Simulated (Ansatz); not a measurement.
Input file:

```yaml
crystal:
  periodic: [false, false, false]
  atoms:
    - {symbol: B, position_ang: [0.000000, 0.000000, 1.199314]}
    - {symbol: P, position_ang: [0.000000, 0.000000, -0.536099]}
    - {symbol: H, position_ang: [0.000000, 1.039861, 1.805269]}
    - {symbol: H, position_ang: [0.000000, -1.039862, 1.805269]}
basis:
  gaussian: {orbitals: 6-31G}
magnetization: {spin_polarized: false, initial_magnetization: 2}
correlation: {method: fic_mrcisd_q, electrons: outside_noble_gas, active_space: {window: {electrons: 10, orbitals: 10}, shells: [{species: B, l: s, shell: 2}, {species: B, l: p, shell: 2}, {species: H, l: s, shell: 1}, {species: P, l: s, shell: 3}, {species: P, l: p, shell: 3}]}}
```

```sh
$ ansatz run in.yaml --threads 1 --pin off --events-out ev --progress --plain --max-ram 2816MiB --backend cpu
```

Log:

```
558 factors; integrals over basis functions are off by at most 8.1e-8 eV
mean field evaluation 1: about -9971.2753 eV, gradient 9.4e0 eV
mean field evaluation 2: about -9971.2752 eV, gradient 9.4e0 eV
mean field evaluation 4: about -9972.0378 eV, gradient 5.2e-1 eV
mean field evaluation 8: about -9972.0413 eV, gradient 7.7e-4 eV
mean field evaluation 16: about -9972.0387 eV, gradient 4.0e-1 eV
mean field -9972.04134393 eV, -366.4657600971 hartree, gradient 2.1e-6 eV, S^2 2.000000; 2 other end points of the search recorded, 0 dependent functions left out
reference -9972.04134393 eV, -366.4657600971 hartree; 12, 10 occupied and 14, 16 virtual orbitals, 558 factors
state -9973.73001760 eV, -366.5278177099 hartree
contracted CI cycle   1: correlation 0.00000000 eV, 0.0000000000 hartree, residual 7.28e0 eV
contracted CI cycle   2: correlation -1.08167722 eV, -0.0397509045 hartree, residual 1.60e0 eV
contracted CI cycle   3: correlation -1.13186014 eV, -0.0415950929 hartree, residual 3.39e-1 eV
contracted CI cycle   4: correlation -1.13420182 eV, -0.0416811482 hartree, residual 8.26e-2 eV
contracted CI cycle   5: correlation -1.13432951 eV, -0.0416858405 hartree, residual 1.95e-2 eV
contracted CI cycle   6: correlation -1.13433656 eV, -0.0416860995 hartree, residual 4.77e-3 eV
contracted CI cycle   7: correlation -1.13433696 eV, -0.0416861144 hartree, residual 1.27e-3 eV
state -9973.73001760 eV, -366.5278177099 hartree; corrected -9974.89454173 eV, -366.5706131821 hartree
Total energy: -9974.89454173 eV, -366.5706131821 hartree
Checks for a lower state left out: starts, orbital_swaps
```

Natural occupations: 1.9914 1.9777 1.9758 1.9754 1.0030 0.9948 0.0234 0.0207 0.0198 0.0180.

For the same geometry and basis full CI lies 12.0 meV lower.

Ran on 1 thread of AMD EPYC 7R13, shared host: 6 s wall, 0.57 GiB peak host memory.
